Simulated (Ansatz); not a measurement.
Total energies of B2H6 from Ansatz at CCSD(T)/def2-TZVPD, gas phase (1 Eh = 27.2114 eV = 2625.5 kJ/mol). The reference geometry is relaxed at PBE-D4/def2-TZVP.

```xyz
8

B     0.059    0.615   -0.624
H     1.134    0.886   -1.075
H    -0.938    1.160   -1.001
H    -0.116   -0.692   -0.693
B    -0.059   -0.615    0.624
H    -1.134   -0.886    1.075
H     0.938   -1.160    1.001
H     0.116    0.692    0.693
```

```json
{"state": "charge 0 singlet", "geometry": "reference", "energy (Eh)": "-53.13270"}
{"state": "charge -1 doublet", "geometry": "reference", "energy (Eh)": "-53.09585"}
{"state": "free B atom (doublet)", "geometry": "–", "energy (Eh)": "-24.59804"}
{"state": "free H atom (doublet)", "geometry": "–", "energy (Eh)": "-0.49981"}
```

Correlated methods freeze 2 core orbitals.

Q: Work out the vertical electron affinity, to the doublet.

A: E(charge 0 singlet) − E(charge -1 doublet) = -53.13270 − (-53.09585) = -0.03685 Eh = -1.00 eV; negative, so the extra electron isn't bound.

Q: What is the binding energy per atom against free atoms?

A: Atoms: 2 × (-24.59804) + 6 × (-0.49981) = -52.19494 Eh. Binding: -52.19494 − (-53.13270) = 0.93776 Eh = 25.52 eV, or 3.19 eV for each of 8 atoms (no zero-point energy, no counterpoise term).

At CCSD(T)/def2-TZVPD the highest occupied level of the charge -1 doublet lies above zero (up to 1.23 eV). By energy differences it is unbound by 1.00 eV (vertical, to the charge 0 singlet, at CCSD(T)/def2-TZVPD) and held by the finite basis.
